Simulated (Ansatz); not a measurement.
Results of r²SCANh (Ansatz, a first-principles code, PAW) for diamond.

Settings: plane-wave cutoff 520 eV, 12×12×12 k mesh, Fermi–Dirac smearing 0.01 eV, scalar-relativistic PAW data made under PBE.

Cell (relaxed at this level):

```xyz
2
Lattice="0.0000 1.7759 1.7759 1.7759 0.0000 1.7759 1.7759 1.7759 0.0000" Properties=species:S:1:pos:R:3 pbc="T T T"
C      0.0000     0.0000     0.0000
C      0.8880     0.8880     0.8880
```

Give the computed bulk modulus, band gap and pressure derivative B′ of the bulk modulus.


- bulk modulus = 462 GPa
- band gap = 5.09 eV (indirect)
- pressure derivative B′ of the bulk modulus = 3.6

Measured, for comparison: bulk modulus 455 GPa (0 K value with the zero-point phonon effect removed; as tabulated in Mejia-Rodriguez and Trickey (2018), arXiv:1807.09216). Computed (rounded) less measured: bulk modulus +2 %.

Computed values are for the static lattice.

Cost on a shared machine: about 4 core-minutes (a rough figure).
